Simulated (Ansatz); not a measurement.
**Other spins and charges of H$_{3}$Si–BH$_{2}$, triplet at one geometry**

Geometry (PBE0/def2-TZVP stationary point for this spin, not checked as a minimum):

| atom | x (Å) | y (Å) | z (Å) |
| --- | --- | --- | --- |
| Si | -0.0183 | 0.0000 | 0.5801 |
| B | 0.1280 | 0.0000 | -1.5103 |
| H | 0.6619 | -1.2307 | 1.0551 |
| H | 0.6619 | 1.2307 | 1.0551 |
| H | -1.4460 | 0.0000 | 0.9891 |
| H | -0.3709 | -1.0966 | -1.5314 |
| H | -0.3709 | 1.0966 | -1.5314 |

Basis cc-pVDZ; Ansatz 0.2.0. Only valence electrons are correlated (noble-gas cores frozen). Prefix R: restricted or restricted open-shell reference; prefix U: unrestricted.

Gaps are energies of the second state less the first, at fixed atoms, for a selection of the levels run; each method lands on the state that its own search finds for that charge and spin.

For open shells CISD is restricted-active-space CI with the open shells as a complete middle space.

PBE gives 11.406 eV for removing an electron, to the quartet. Estimate what UCCSDT(Q) gives in cc-pVDZ.

UCCSDT(Q) in cc-pVDZ gives 11.959 eV, so against it PBE is off by -0.553 eV, of which a good part can be the reference's own basis and frozen-core error.

Large singles or doubles amplitudes warn of static correlation in the H3Si–BH2⁺ quartet.

| level | gap (eV) | error (meV) |
| --- | --- | --- |
| RHF | 11.746 | -213 |
| UHF | 11.701 | -258 |
| RMP2 | 12.171 | 212 |
| UMP2 | 12.169 | 210 |
| CISD | 12.074 | 115 |
| RCCSD | 12.066 | 107 |
| UCCSD | 12.064 | 105 |
| RCCSD(T) | 11.994 | 35 |
| UCCSD(T) | 11.995 | 36 |
| BCCD(T) | 11.988 | 29 |
| RCCSDT | 11.969 | 10 |
| UCCSDT | 11.969 | 10 |
| RCCSDT(Q) | 11.960 | 1 |
| r2SCAN | 11.584 | -375 |
| PBE0 | 11.773 | -186 |
| B3LYP | 11.772 | -187 |
| wB97M-V | 11.989 | 30 |
| B2PLYP | 11.869 | -90 |
| RPA-PBE | 11.730 | -229 |

Removing an electron, to the doublet: 8.132 eV at UCCSDT(Q).

```tsv
level	gap (eV)	error (meV)
RHF	7.744	-388
UHF	7.751	-381
RMP2	8.135	3
UMP2	8.134	2
CISD	8.081	-51
RCCSD	8.118	-14
UCCSD	8.118	-14
RCCSD(T)	8.132	0
UCCSD(T)	8.132	0
BCCD(T)	8.132	0
RCCSDT	8.131	-1
UCCSDT	8.131	-1
RCCSDT(Q)	8.132	0
PBE	8.199	67
r2SCAN	8.374	242
PBE0	8.277	145
B3LYP	8.165	33
r2SCANh	8.390	258
wB97M-V	8.075	-57
B2PLYP	8.084	-48
RPA-PBE	8.266	134
```

In so small a basis the reference is far from its limit while semilocal and hybrid functionals are nearer theirs (RPA and double hybrids share part of the reference's basis error), so the functionals' errors here hold much of the reference's basis and frozen-core error, which can add to them or hide them.

Full CI isn't at hand for all of this; UCCSDT(Q) serves as the reference, and is uncertain by the last step of the cluster series or more. The frozen core follows each run's orbitals, which can shift R against U totals by a few meV.
